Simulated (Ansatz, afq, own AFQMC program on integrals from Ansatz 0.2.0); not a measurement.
## SbH₂⁻, singlet: AFQMC among the cluster methods

```xyz
3

Sb    0.0000   -0.0221   -0.0024
H     0.0000    1.4790    1.5158
H     0.0000    1.1932   -1.2315
```

Basis def2-SVPD with its core potentials. Noble-gas cores (and the filled d shells of Ga–Kr and In–Xe) are frozen. Integrals, coupled cluster, full CI and functionals: Ansatz 0.2.0; the random walks run on the same integrals in our own AFQMC program. ph-AFQMC/CISD is guided by a CISD state made of CCSD amplitudes; releasing the constraint for a short imaginary time cuts its bias at the price of noise, slowly where states lie close. Free projection: walkers drawn from exp(T), propagated without any constraint. Its projection time is finite, and what remains of the start isn't in its error. ± is one standard error of the sampling. No spin–orbit coupling.

Determinant: RHF, the one that the program's search chose, which needn't be the lowest solution. The geometry is a point of a scan.

No full CI on the walks' own integrals is used here; CCSDT(Q) serves as the reference and is uncertain by about the last step of the cluster series.

Cautions: no spin-orbit coupling; inner d shell frozen.

```
T1 diagnostic                               : 0.0188
weight of the determinant in the CISD state : 0.883
size of the correlated space                : 8 electrons in 39 orbitals
```

Reference: CCSDT(Q), correlation energy -4.059 eV. The released energy is read at 2.40 1/Eh (meV from the phaseless value at times in 1/Eh: 3 ± 11 at 0.24, 6 ± 10 at 0.51, 4 ± 7 at 0.99, 9 ± 7 at 1.62, 10 ± 8 at 2.40).

```csv
level,E − E(reference) (kJ/mol),share of correlation (%)
HF,391.7,0.00
MP2,86.0,78.03
CCSD,15.1,96.15
CCSD(T),2.9,99.26
CCSDT,0.7,99.81
ph-AFQMC/CISD,-1.0 ± 1.0,100.25
released AFQMC,0.0 ± 0.8,99.99
free AFQMC,0.6 ± 0.9,99.85
```

Free projections are given only where their last times agree within the noise and don't stop above the reference; a slow remainder of the start can still hide under it. A walk keeps the symmetry of its determinant, which the program's search chose and which needn't be the lowest solution, so a lower state of the same spin and another symmetry isn't excluded. Released energies are given only where the last usable release times agree within the noise; a slower fall can still hide under it.
